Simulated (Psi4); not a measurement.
**CH3BF (SMILES C[B]F): a first try and a second**

Wanted: a single-point energy of CH3BF, UTPSSh-D3(BJ)/6-31+G** (DKH2, Cholesky decomposition, Cartesian functions, ddPCM chlorobenzene).

Program for the calculation: Psi4 1.11.

4 further runs of the same task are left out: 4 set aside as unsound or not needed.

**1. The system as given**

CH3BF: 6 atoms, total charge 0, spin state doublet. As SMILES, `C[B]F`. The shape is that of a PBE0-D4/def2-TZVP optimisation.

Bond lengths: C1–B2 1.554 Å, B2–F3 1.311 Å, C1–H4 1.094 Å, C1–H5 1.095 Å, C1–H6 1.094 Å. Angles: C1–B2–F3 123.9°, B2–C1–H4 109.5°, B2–C1–H5 112.9°, B2–C1–H6 109.7°, H4–C1–H5 109.3°, H4–C1–H6 105.8°, H5–C1–H6 109.3°.

**2. First attempt**

File job.json:

```json
{
 "schema_name": "qcschema_input",
 "schema_version": 1,
 "molecule": {
  "schema_name": "qcschema_molecule",
  "schema_version": 2,
  "symbols": ["C", "B", "F", "H", "H", "H"],
  "geometry": [-0.3037, 0.3105, -0.1737, 0.2874, -1.0676, 0.2355, 1.4866, -1.2289, 0.7393, -1.2235, 0.4957, 0.3895, 0.3932, 1.1386, -0.0096, -0.5979, 0.2879, -1.2272],
  "molecular_charge": 0,
  "molecular_multiplicity": 2,
  "fix_symmetry": "c1"
 },
 "driver": "energy",
 "model": {
  "method": "tpssh-d3bj2b",
  "basis": "6-31+G**"
 },
 "keywords": {
  "reference": "uks",
  "scf_type": "cd",
  "maxiter": 60,
  "relativistic": "dkh",
  "dkh_order": 2,
  "ddx": true,
  "ddx_model": "pcm",
  "ddx_solvent": "chlorobenzene",
  "ddx_radii_set": "uff"
 }
}
```

Launch:

```
$ psi4 --qcschema job.json -n 1 --memory 1600MB
```

stdout:

```text
[...]
  Running in c1 symmetry.
[...]
  Nuclear repulsion =  108.819754037760390
[...]
  Multiplicity = 2
[...]
  Nalpha       = 12
  Nbeta        = 11
[...]
    Number of basis functions: 72
[...]
   @UKS iter   1:  -158.97182497188757    4.50470e+00   2.61067e-02 DIIS/ADIIS
[...]
   @UKS iter  32:  -161.40422572371202   -6.29154e-08   8.84429e-07 DIIS
[...]
   @S^2 Observed:                7.552870107E-01
[...]
    Orbital Energies [Eh]
    ---------------------
    Alpha Occupied:
       1A    -25.355900     2A    -10.859829     3A     -7.621349
       4A     -1.958989     5A     -1.899314     6A     -1.453479
       7A     -1.254172     8A     -1.231115     9A     -1.158084
      10A     -1.109929    11A     -0.974715    12A     -0.947986
    Alpha Virtual:
      13A     -0.775816    14A     -0.341626    15A     -0.213776
      16A     -0.014551    17A      0.072886    18A      0.110294
      19A      0.141077    20A      0.213446    21A      0.333533
      22A      0.385395    23A      0.430458    24A      0.481232
      25A      0.512560    26A      0.572575    27A      0.621748
[...]
  @UKS Final Energy:  -161.40422572371202
   => Energetics <=
    Nuclear Repulsion Energy =            108.8197540377603900
    One-Electron Energy =                -399.7163198636094421
    Two-Electron Energy =                 153.8561509280334576
    DFT Exchange-Correlation Energy =     -19.6298496944470031
    Empirical Dispersion Energy =          -0.0025511262183319
    VV10 Nonlocal Energy =                  0.0000000000000000
    DD Solvation Energy =                 -4.7314100052311048
    Total Energy =                       -161.4042257237120168
[...]
 Multipole Moments:
 ------------------------------------------------------------------------------------
     Multipole            Electronic (a.u.)      Nuclear  (a.u.)        Total (a.u.)
 ------------------------------------------------------------------------------------
 L = 1.  Multiply by 2.5417464519 to convert [e a0] to [Debye]
 Dipole X            :         14.3868181           -1.8788269           12.5079912
 Dipole Y            :         -3.4744497            2.4224789           -1.0519708
 Dipole Z            :          6.7199915           -1.0556123            5.6643792
 Magnitude           :                                                   13.7710449
[...]
```

The result, in JSON:

```text
{
 "driver": "energy",
 "model": {
  "method": "tpssh-d3bj2b",
  "basis": "6-31+G**"
 },
 "success": true,
 "return_result": -161.40422572371202,
 "properties": {
  "calcinfo_nbasis": 72,
  "calcinfo_nmo": 72,
  "calcinfo_nalpha": 12,
  "calcinfo_nbeta": 11,
  "calcinfo_natom": 6,
  "nuclear_repulsion_energy": 108.81975403776039,
  "return_energy": -161.40422572371202,
  "scf_one_electron_energy": -399.71631986360944,
  "scf_two_electron_energy": 153.85615092803346,
  "scf_xc_energy": -19.629849694447003,
  "scf_dispersion_correction_energy": -0.0025511262183318803,
  "scf_dipole_moment": [12.50799121474898, -1.051970801550255, 5.664379150579421],
  "scf_total_energy": -161.40422572371202,
  "scf_iterations": 32
 }
}
```

Run time: 68 s. Hardware: 1 thread of Intel Xeon Platinum 8259CL at 2.50GHz (Skylake/Cascade Lake), shared host; peak memory 0.9 GiB.

**3. Diagnosis**

It ran to the end. The result can't be trusted all the same.

What is wrong: the coordinates are read in the wrong unit, so the molecule is scaled by the ratio of bohr to ångström. As the program read them, the closest atoms are 0.58 Å apart, against 1.09 Å in the sound input.

**4. Second attempt**

File job.json:

```json
{
  "schema_name": "qcschema_input",
  "schema_version": 1,
  "molecule": {
    "schema_name": "qcschema_molecule",
    "schema_version": 2,
    "symbols": ["C", "B", "F", "H", "H", "H"],
    "geometry": [-0.57390982, 0.58675996, -0.32824543, 0.54310729, -2.01747161, 0.4450305, 2.80926686, -2.32228443, 1.39707452, -2.31207991, 0.93673724, 0.73604833, 0.74304031, 2.15164217, -0.01814137, -1.12986725, 0.54405215, -2.3190719],
    "molecular_charge": 0,
    "molecular_multiplicity": 2,
    "fix_symmetry": "c1"
  },
  "driver": "energy",
  "model": {
    "method": "tpssh-d3bj2b",
    "basis": "6-31+G**"
  },
  "keywords": {
    "reference": "uks",
    "scf_type": "cd",
    "relativistic": "dkh",
    "dkh_order": 2,
    "ddx": true,
    "ddx_model": "pcm",
    "ddx_solvent": "chlorobenzene",
    "ddx_radii_set": "uff"
  }
}
```

Launch:

```
$ psi4 --qcschema job.json -n 1 --memory 1600MB
```

stdout:

```text
[...]
  Running in c1 symmetry.
[...]
  Nuclear repulsion =   57.584933949482213
[...]
  Multiplicity = 2
[...]
  Nalpha       = 12
  Nbeta        = 11
[...]
    Number of basis functions: 72
[...]
   @UKS iter   1:  -164.42867732147857   -3.46632e-01   1.04987e-02 ADIIS/DIIS
[...]
   @UKS iter   9:  -164.70690799334025   -4.27369e-09   2.54150e-07 DIIS
[...]
   @S^2 Observed:                7.518562215E-01
[...]
    Orbital Energies [Eh]
    ---------------------
    Alpha Occupied:
       1A    -24.686629     2A    -10.122925     3A     -6.777005
       4A     -1.219708     5A     -0.701739     6A     -0.545364
       7A     -0.463457     8A     -0.457010     9A     -0.407623
      10A     -0.393770    11A     -0.373677    12A     -0.191672
    Alpha Virtual:
      13A     -0.044168    14A      0.005502    15A      0.016936
      16A      0.028167    17A      0.047397    18A      0.070670
      19A      0.085002    20A      0.092111    21A      0.149063
      22A      0.165272    23A      0.178808    24A      0.239950
      25A      0.267158    26A      0.269206    27A      0.281197
[...]
  @UKS Final Energy:  -164.70690799334025
   => Energetics <=
    Nuclear Repulsion Energy =             57.5849339494822132
    One-Electron Energy =                -339.1371662308929444
    Two-Electron Energy =                 135.8933418138459217
    DFT Exchange-Correlation Energy =     -19.0433469486969784
    Empirical Dispersion Energy =          -0.0028075346940375
    VV10 Nonlocal Energy =                  0.0000000000000000
    DD Solvation Energy =                 -0.0018630423844159
    Total Energy =                       -164.7069079933402520
[...]
 Multipole Moments:
 ------------------------------------------------------------------------------------
     Multipole            Electronic (a.u.)      Nuclear  (a.u.)        Total (a.u.)
 ------------------------------------------------------------------------------------
 L = 1.  Multiply by 2.5417464519 to convert [e a0] to [Debye]
 Dipole X            :          3.2464400           -3.5504683           -0.3040284
 Dipole Y            :         -4.0088429            4.5778217            0.5689787
 Dipole Z            :          1.8046129           -1.9948182           -0.1902053
 Magnitude           :                                                    0.6725683
[...]
```

The result, in JSON:

```text
{
 "driver": "energy",
 "model": {
  "method": "tpssh-d3bj2b",
  "basis": "6-31+G**"
 },
 "success": true,
 "return_result": -164.70690799334025,
 "properties": {
  "calcinfo_nbasis": 72,
  "calcinfo_nmo": 72,
  "calcinfo_nalpha": 12,
  "calcinfo_nbeta": 11,
  "calcinfo_natom": 6,
  "nuclear_repulsion_energy": 57.58493394948221,
  "return_energy": -164.70690799334025,
  "scf_one_electron_energy": -339.13716623089294,
  "scf_two_electron_energy": 135.89334181384592,
  "scf_xc_energy": -19.04334694869698,
  "scf_dispersion_correction_energy": -0.002807534694037485,
  "scf_dipole_moment": [-0.3040283775108734, 0.5689787027825499, -0.19020531053790535],
  "scf_total_energy": -164.70690799334025,
  "scf_iterations": 9
 }
}
```

It took 26 s on 1 thread of Intel Xeon Platinum 8259CL at 2.50GHz (Skylake/Cascade Lake), shared host; peak memory 0.88 GiB.

**5. Results**

At UTPSSh-D3(BJ)/6-31+G** (DKH2, Cholesky decomposition, Cartesian functions, ddPCM chlorobenzene):

```
                          quantity          value
                      total energy  -164.70691 Eh
                     dipole moment         1.71 D
HOMO energy (highest over α and β)       -5.22 eV
 LUMO energy (lowest over α and β)       -2.00 eV
                 dispersion energy   -7.37 kJ/mol
        solvent term in the energy    -4.9 kJ/mol
                              ⟨S²⟩          0.752
```

The first attempt's energy was +89.871 eV off this one.
